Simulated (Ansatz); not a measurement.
We consider rutile SnO₂, described by PBE (Ansatz, an electronic-structure program, PAW).

Numerical settings: plane-wave cutoff 520 eV, 8×8×10 k mesh (along the axes of the cell as run), Fermi–Dirac smearing 0.01 eV, scalar-relativistic PAW data made under PBE.

Energies at three volumes about the minimum:

```tsv
V (Å³/atom)	E − E_lowest (meV/atom)
12.326	2.75
12.578	0.00
12.829	2.51
```

Fit a parabola by hand: where is the minimum, and what is the bulk modulus?

Slopes: (0.00 − 2.75)/(12.578 − 12.326) = -10.913 and (2.51 − 0.00)/(12.829 − 12.578) = 10.000 meV/Å³. Curvature E″ = 2 × (10.000 − (-10.913))/(12.829 − 12.326) = 83.153 meV/Å⁶. From the middle of the first interval, the slope vanishes at V0 = 12.4520 − (-10.913)/83.153 = 12.583 Å³/atom. B = V0 E″ = 12.583 × 83.153 meV/Å³ × 0.1602 GPa per meV/Å³ = 168 GPa. The full Birch–Murnaghan fit to all volumes gives V0 = 12.578 Å³/atom and B0 = 167 GPa.

Shape and atoms are relaxed at each volume.

Measured, for comparison: bulk modulus 212 GPa (temperature not stated, no zero-point or thermal correction, from measured elastic constants; as tabulated in Toher et al. (2017), arXiv:1611.05714). Computed less measured: bulk modulus -21 %.
